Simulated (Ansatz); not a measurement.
**SiH4 (singlet): from Hartree-Fock to the top rungs at distance H1–H2 along a hydrogen transfer = 1.116 Å, 6-31G**

How much of the correlation energy of SiH4 (singlet) does each wave-function method recover here?

The runs use Ansatz 0.2.0, Gaussian basis; 6-31G, correlated electrons: outside noble gas.

Plan: UHF; CCSD(T) on RHF; CCSD(T) on UHF; BCCD(T) on RHF; CCSDT(Q) on RHF; Full CI.

## Step 1: The geometry

The geometry derives from fragments relaxed apart (PBE0/def2-TZVP) and kept rigid, so it is no stationary point. A hydrogen atom is moved between rigid fragments.

5 atoms, charge 0, spin multiplicity 1.

Atoms are counted from 1 here; the program's logs count them from 0.

Bond lengths: H2–Si3 1.718 Å, Si3–H4 1.526 Å, Si3–H5 1.526 Å. Angles: H2–Si3–H4 113.7°, H2–Si3–H5 113.7°, H4–Si3–H5 91.2°.

As a file:

```xyz
5
H4Si
H    -2.72957    0.05488    0.00000
H    -1.61357    0.05488    0.00000
Si    0.10443    0.05488    0.00000
H     0.71661   -0.81941    1.09001
H     0.71661   -0.81941   -1.09001
```

In the tables R marks a restricted determinant and U an unrestricted one; correlation energies count from the lowest restricted Hartree-Fock solution.

## Step 2: UHF

The input, in.yaml:

```yaml
crystal:
  periodic: [false, false, false]
  atoms:
    - {symbol: H, position_ang: [-2.729568, 0.054876, 0.000000]}
    - {symbol: H, position_ang: [-1.613568, 0.054876, 0.000000]}
    - {symbol: Si, position_ang: [0.104432, 0.054876, 0.000000]}
    - {symbol: H, position_ang: [0.716612, -0.819409, 1.090012]}
    - {symbol: H, position_ang: [0.716612, -0.819409, -1.090012]}
basis:
  gaussian: {orbitals: 6-31G}
magnetization: {spin_polarized: true, initial_magnetization: 0}
hamiltonian: {xc: hf}
output: {orbitals: {seedname: orbitals}}
```

The run is started by

```
$ ansatz run in.yaml --threads 1 --pin off --events-out ev --progress --plain --max-ram 2393MiB
```

After this run come: CCSD(T) on RHF; CCSD(T) on UHF; BCCD(T) on RHF; CCSDT(Q) on RHF; Full CI.

Before running them: what should the planned runs give, taken together? Wanted: correlation energy, FCI; RMP2 from FCI; UMP2 from FCI; RCCSD from FCI; RCCSD(T) from FCI; UCCSD(T) from FCI; RCCSDT(Q) from FCI; T1 diagnostic; effectively unpaired electrons.

**Answer**, as computed:

```
                         quantity                                 value
          correlation energy, FCI                            -3.0996 eV
                    RMP2 from FCI                         +105.9 kJ/mol
                    UMP2 from FCI                          +94.1 kJ/mol
                   RCCSD from FCI                           +8.2 kJ/mol
                RCCSD(T) from FCI                           +2.4 kJ/mol
                UCCSD(T) from FCI                           +8.5 kJ/mol
               RCCSDT(Q) from FCI                           +0.1 kJ/mol
levels within 1 kcal/mol (43 meV)  RCCSD(T), BCCD(T), RCCSDT, RCCSDT(Q)
                    T1 diagnostic                                 0.025
   effectively unpaired electrons                                  0.35
```

**Reading.** RCCSD(T) misses by +2.4 kJ/mol, 0.8 % of the correlation energy. The restricted determinant is the better start here (+2.4 kJ/mol restricted, +8.5 kJ/mol unrestricted). The occupations show some static correlation. These misses are within one basis and frozen core, not against nature; frozen cores of the runs differ by up to some meV.
